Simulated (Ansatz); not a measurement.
**Rutile TiO2**

Method: PBE (Ansatz, a first-principles code, PAW).

Settings: plane-wave cutoff 520 eV, 8×8×12 k mesh (along the axes of the cell as run), Fermi–Dirac smearing 0.01 eV, no spin polarisation, scalar-relativistic PAW data made under PBE.

Cell (measured lattice):

```
CELL_PARAMETERS angstrom
      4.59400     0.00000     0.00000
      0.00000     4.59400     0.00000
      0.00000     0.00000     2.95800
ATOMIC_POSITIONS crystal
  Ti 0.00000 0.00000 0.00000
  Ti 0.50000 0.50000 0.50000
  O  0.30510 0.30510 0.00000
  O  0.80510 0.19490 0.50000
  O  0.19490 0.80510 0.50000
  O  0.69490 0.69490 0.00000
```

| Quantity | Result |
|---|---|
| band gap | 1.90 eV (direct) |

Note: cell and atoms aren't relaxed at this level (largest force component 0.08 eV/Å, pressure 5.2 GPa).

The computed numbers hold no vibrational or temperature effects.
